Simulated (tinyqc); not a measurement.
Inside a calculation. Method: RHF in the sto-3g basis, for OH-, spin multiplicity 1. The basis has no diffuse functions, so it cannot describe the extra electron: this is an exercise in the method, not the real anion. One step of it, computed by the program tinyqc.

Problem. Orthogonalisation. S = U s U^T; symmetric (Loewdin) form X = U s^(-1/2) U^T, so that X^T S X = 1.

overlap S, lower triangle:
```
           1O 1s     1O 2s    1O 2px    1O 2py    1O 2pz     2H 1s
1O 1s   1.000000
1O 2s   0.236704  1.000000
1O 2px  0.000000  0.000000  1.000000
1O 2py  0.000000  0.000000  0.000000  1.000000
1O 2pz  0.000000  0.000000  0.000000  0.000000  1.000000
2H 1s   0.036709  0.375160  0.000000  0.000000  0.333366  1.000000
```

Give: eigenvalues of S; X.

Solution.

eigenvalues of S: 0.476  0.840  1.000  1.000  1.136  1.548

X, lower triangle:
```
         1O 1s   1O 2s  1O 2px  1O 2py  1O 2pz  2H 1s
1O 1s    1.023
1O 2s   -0.130   1.090
1O 2px   0.000   0.000   1.000
1O 2py   0.000   0.000   0.000   1.000
1O 2pz  -0.006   0.059   0.000   0.000   1.051
2H 1s    0.020  -0.229   0.000   0.000  -0.200  1.118
```
